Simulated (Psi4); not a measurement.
Torsional profile of SMILES C#CCC=O. Scanned: dihedral C2–C3–C4–O5; all other coordinates were relaxed at GFN2-xTB. Points at φ and −φ are mirror images. Heavy atoms are numbered in the order of the SMILES C#CCC=O, hydrogens after them in the order of the atoms that carry them; the mirror image has the same energies with the sign of each dihedral reversed.

- PBE/def2-TZVP // GFN2-xTB (Psi4)
- PBE-D3(BJ)/def2-TZVP // GFN2-xTB (Psi4)
- B3LYP-D3(BJ)/def2-TZVP // GFN2-xTB (Psi4)
- MP2/cc-pVTZ = DF-MP2 (frozen core)/cc-pVTZ // GFN2-xTB run with Psi4

Energies relative to the lowest point of each profile, in kJ/mol; the last columns give the difference from MP2:

```json
[
 {"φ / °": "-165", "PBE/def2-TZVP": "0.5", "PBE-D3(BJ)/def2-TZVP": "0.6", "B3LYP-D3(BJ)/def2-TZVP": "0.6", "MP2/cc-pVTZ": "0.8", "PBE/def2-TZVP − MP2/cc-pVTZ": "-0.3", "PBE-D3(BJ)/def2-TZVP − MP2/cc-pVTZ": "-0.3", "B3LYP-D3(BJ)/def2-TZVP − MP2/cc-pVTZ": "-0.2"},
 {"φ / °": "-150", "PBE/def2-TZVP": "0.0", "PBE-D3(BJ)/def2-TZVP": "0.0", "B3LYP-D3(BJ)/def2-TZVP": "0.0", "MP2/cc-pVTZ": "0.2", "PBE/def2-TZVP − MP2/cc-pVTZ": "-0.2", "PBE-D3(BJ)/def2-TZVP − MP2/cc-pVTZ": "-0.2", "B3LYP-D3(BJ)/def2-TZVP − MP2/cc-pVTZ": "-0.1"},
 {"φ / °": "-135", "PBE/def2-TZVP": "0.0", "PBE-D3(BJ)/def2-TZVP": "0.0", "B3LYP-D3(BJ)/def2-TZVP": "0.0", "MP2/cc-pVTZ": "0.0", "PBE/def2-TZVP − MP2/cc-pVTZ": "0.0", "PBE-D3(BJ)/def2-TZVP − MP2/cc-pVTZ": "0.0", "B3LYP-D3(BJ)/def2-TZVP − MP2/cc-pVTZ": "0.0"},
 {"φ / °": "-120", "PBE/def2-TZVP": "1.1", "PBE-D3(BJ)/def2-TZVP": "1.1", "B3LYP-D3(BJ)/def2-TZVP": "1.1", "MP2/cc-pVTZ": "0.9", "PBE/def2-TZVP − MP2/cc-pVTZ": "0.2", "PBE-D3(BJ)/def2-TZVP − MP2/cc-pVTZ": "0.2", "B3LYP-D3(BJ)/def2-TZVP − MP2/cc-pVTZ": "0.2"},
 {"φ / °": "-105", "PBE/def2-TZVP": "3.5", "PBE-D3(BJ)/def2-TZVP": "3.4", "B3LYP-D3(BJ)/def2-TZVP": "3.7", "MP2/cc-pVTZ": "3.1", "PBE/def2-TZVP − MP2/cc-pVTZ": "0.4", "PBE-D3(BJ)/def2-TZVP − MP2/cc-pVTZ": "0.3", "B3LYP-D3(BJ)/def2-TZVP − MP2/cc-pVTZ": "0.5"},
 {"φ / °": "-90", "PBE/def2-TZVP": "7.1", "PBE-D3(BJ)/def2-TZVP": "7.0", "B3LYP-D3(BJ)/def2-TZVP": "7.3", "MP2/cc-pVTZ": "6.6", "PBE/def2-TZVP − MP2/cc-pVTZ": "0.6", "PBE-D3(BJ)/def2-TZVP − MP2/cc-pVTZ": "0.4", "B3LYP-D3(BJ)/def2-TZVP − MP2/cc-pVTZ": "0.8"},
 {"φ / °": "-75", "PBE/def2-TZVP": "10.7", "PBE-D3(BJ)/def2-TZVP": "10.6", "B3LYP-D3(BJ)/def2-TZVP": "10.8", "MP2/cc-pVTZ": "9.9", "PBE/def2-TZVP − MP2/cc-pVTZ": "0.8", "PBE-D3(BJ)/def2-TZVP − MP2/cc-pVTZ": "0.6", "B3LYP-D3(BJ)/def2-TZVP − MP2/cc-pVTZ": "0.9"},
 {"φ / °": "-60", "PBE/def2-TZVP": "12.3", "PBE-D3(BJ)/def2-TZVP": "12.2", "B3LYP-D3(BJ)/def2-TZVP": "12.3", "MP2/cc-pVTZ": "11.4", "PBE/def2-TZVP − MP2/cc-pVTZ": "0.9", "PBE-D3(BJ)/def2-TZVP − MP2/cc-pVTZ": "0.8", "B3LYP-D3(BJ)/def2-TZVP − MP2/cc-pVTZ": "0.9"},
 {"φ / °": "-45", "PBE/def2-TZVP": "10.9", "PBE-D3(BJ)/def2-TZVP": "10.8", "B3LYP-D3(BJ)/def2-TZVP": "10.9", "MP2/cc-pVTZ": "10.1", "PBE/def2-TZVP − MP2/cc-pVTZ": "0.9", "PBE-D3(BJ)/def2-TZVP − MP2/cc-pVTZ": "0.8", "B3LYP-D3(BJ)/def2-TZVP − MP2/cc-pVTZ": "0.9"},
 {"φ / °": "-30", "PBE/def2-TZVP": "7.7", "PBE-D3(BJ)/def2-TZVP": "7.6", "B3LYP-D3(BJ)/def2-TZVP": "7.9", "MP2/cc-pVTZ": "7.0", "PBE/def2-TZVP − MP2/cc-pVTZ": "0.7", "PBE-D3(BJ)/def2-TZVP − MP2/cc-pVTZ": "0.6", "B3LYP-D3(BJ)/def2-TZVP − MP2/cc-pVTZ": "0.9"},
 {"φ / °": "-15", "PBE/def2-TZVP": "4.7", "PBE-D3(BJ)/def2-TZVP": "4.6", "B3LYP-D3(BJ)/def2-TZVP": "5.0", "MP2/cc-pVTZ": "4.1", "PBE/def2-TZVP − MP2/cc-pVTZ": "0.6", "PBE-D3(BJ)/def2-TZVP − MP2/cc-pVTZ": "0.5", "B3LYP-D3(BJ)/def2-TZVP − MP2/cc-pVTZ": "0.8"},
 {"φ / °": "0", "PBE/def2-TZVP": "3.6", "PBE-D3(BJ)/def2-TZVP": "3.4", "B3LYP-D3(BJ)/def2-TZVP": "3.8", "MP2/cc-pVTZ": "3.0", "PBE/def2-TZVP − MP2/cc-pVTZ": "0.6", "PBE-D3(BJ)/def2-TZVP − MP2/cc-pVTZ": "0.5", "B3LYP-D3(BJ)/def2-TZVP − MP2/cc-pVTZ": "0.8"},
 {"φ / °": "15", "PBE/def2-TZVP": "4.7", "PBE-D3(BJ)/def2-TZVP": "4.6", "B3LYP-D3(BJ)/def2-TZVP": "5.0", "MP2/cc-pVTZ": "4.1", "PBE/def2-TZVP − MP2/cc-pVTZ": "0.6", "PBE-D3(BJ)/def2-TZVP − MP2/cc-pVTZ": "0.5", "B3LYP-D3(BJ)/def2-TZVP − MP2/cc-pVTZ": "0.8"},
 {"φ / °": "30", "PBE/def2-TZVP": "7.7", "PBE-D3(BJ)/def2-TZVP": "7.6", "B3LYP-D3(BJ)/def2-TZVP": "7.9", "MP2/cc-pVTZ": "7.0", "PBE/def2-TZVP − MP2/cc-pVTZ": "0.7", "PBE-D3(BJ)/def2-TZVP − MP2/cc-pVTZ": "0.6", "B3LYP-D3(BJ)/def2-TZVP − MP2/cc-pVTZ": "0.9"},
 {"φ / °": "45", "PBE/def2-TZVP": "10.9", "PBE-D3(BJ)/def2-TZVP": "10.8", "B3LYP-D3(BJ)/def2-TZVP": "10.9", "MP2/cc-pVTZ": "10.1", "PBE/def2-TZVP − MP2/cc-pVTZ": "0.9", "PBE-D3(BJ)/def2-TZVP − MP2/cc-pVTZ": "0.8", "B3LYP-D3(BJ)/def2-TZVP − MP2/cc-pVTZ": "0.9"},
 {"φ / °": "60", "PBE/def2-TZVP": "12.3", "PBE-D3(BJ)/def2-TZVP": "12.2", "B3LYP-D3(BJ)/def2-TZVP": "12.3", "MP2/cc-pVTZ": "11.4", "PBE/def2-TZVP − MP2/cc-pVTZ": "0.9", "PBE-D3(BJ)/def2-TZVP − MP2/cc-pVTZ": "0.8", "B3LYP-D3(BJ)/def2-TZVP − MP2/cc-pVTZ": "0.9"},
 {"φ / °": "75", "PBE/def2-TZVP": "10.7", "PBE-D3(BJ)/def2-TZVP": "10.6", "B3LYP-D3(BJ)/def2-TZVP": "10.8", "MP2/cc-pVTZ": "9.9", "PBE/def2-TZVP − MP2/cc-pVTZ": "0.8", "PBE-D3(BJ)/def2-TZVP − MP2/cc-pVTZ": "0.6", "B3LYP-D3(BJ)/def2-TZVP − MP2/cc-pVTZ": "0.9"},
 {"φ / °": "90", "PBE/def2-TZVP": "7.1", "PBE-D3(BJ)/def2-TZVP": "7.0", "B3LYP-D3(BJ)/def2-TZVP": "7.3", "MP2/cc-pVTZ": "6.6", "PBE/def2-TZVP − MP2/cc-pVTZ": "0.6", "PBE-D3(BJ)/def2-TZVP − MP2/cc-pVTZ": "0.4", "B3LYP-D3(BJ)/def2-TZVP − MP2/cc-pVTZ": "0.8"},
 {"φ / °": "105", "PBE/def2-TZVP": "3.5", "PBE-D3(BJ)/def2-TZVP": "3.4", "B3LYP-D3(BJ)/def2-TZVP": "3.7", "MP2/cc-pVTZ": "3.1", "PBE/def2-TZVP − MP2/cc-pVTZ": "0.4", "PBE-D3(BJ)/def2-TZVP − MP2/cc-pVTZ": "0.3", "B3LYP-D3(BJ)/def2-TZVP − MP2/cc-pVTZ": "0.5"},
 {"φ / °": "120", "PBE/def2-TZVP": "1.1", "PBE-D3(BJ)/def2-TZVP": "1.1", "B3LYP-D3(BJ)/def2-TZVP": "1.1", "MP2/cc-pVTZ": "0.9", "PBE/def2-TZVP − MP2/cc-pVTZ": "0.2", "PBE-D3(BJ)/def2-TZVP − MP2/cc-pVTZ": "0.2", "B3LYP-D3(BJ)/def2-TZVP − MP2/cc-pVTZ": "0.2"},
 {"φ / °": "135", "PBE/def2-TZVP": "0.0", "PBE-D3(BJ)/def2-TZVP": "0.0", "B3LYP-D3(BJ)/def2-TZVP": "0.0", "MP2/cc-pVTZ": "0.0", "PBE/def2-TZVP − MP2/cc-pVTZ": "0.0", "PBE-D3(BJ)/def2-TZVP − MP2/cc-pVTZ": "0.0", "B3LYP-D3(BJ)/def2-TZVP − MP2/cc-pVTZ": "0.0"},
 {"φ / °": "150", "PBE/def2-TZVP": "0.0", "PBE-D3(BJ)/def2-TZVP": "0.0", "B3LYP-D3(BJ)/def2-TZVP": "0.0", "MP2/cc-pVTZ": "0.2", "PBE/def2-TZVP − MP2/cc-pVTZ": "-0.2", "PBE-D3(BJ)/def2-TZVP − MP2/cc-pVTZ": "-0.2", "B3LYP-D3(BJ)/def2-TZVP − MP2/cc-pVTZ": "-0.1"},
 {"φ / °": "165", "PBE/def2-TZVP": "0.5", "PBE-D3(BJ)/def2-TZVP": "0.6", "B3LYP-D3(BJ)/def2-TZVP": "0.6", "MP2/cc-pVTZ": "0.8", "PBE/def2-TZVP − MP2/cc-pVTZ": "-0.3", "PBE-D3(BJ)/def2-TZVP − MP2/cc-pVTZ": "-0.3", "B3LYP-D3(BJ)/def2-TZVP − MP2/cc-pVTZ": "-0.2"},
 {"φ / °": "180", "PBE/def2-TZVP": "0.9", "PBE-D3(BJ)/def2-TZVP": "0.9", "B3LYP-D3(BJ)/def2-TZVP": "1.0", "MP2/cc-pVTZ": "1.2", "PBE/def2-TZVP − MP2/cc-pVTZ": "-0.4", "PBE-D3(BJ)/def2-TZVP − MP2/cc-pVTZ": "-0.3", "B3LYP-D3(BJ)/def2-TZVP − MP2/cc-pVTZ": "-0.3"}
]
```

PBE/def2-TZVP is furthest from MP2/cc-pVTZ at -60 (0.9 kJ/mol, above); its mean absolute difference over the points is 0.5 kJ/mol.

PBE-D3(BJ)/def2-TZVP is furthest from MP2/cc-pVTZ at -60 (0.8 kJ/mol, above); its mean absolute difference over the points is 0.4 kJ/mol.

B3LYP-D3(BJ)/def2-TZVP is furthest from MP2/cc-pVTZ at -75 (0.9 kJ/mol, above); its mean absolute difference over the points is 0.6 kJ/mol.
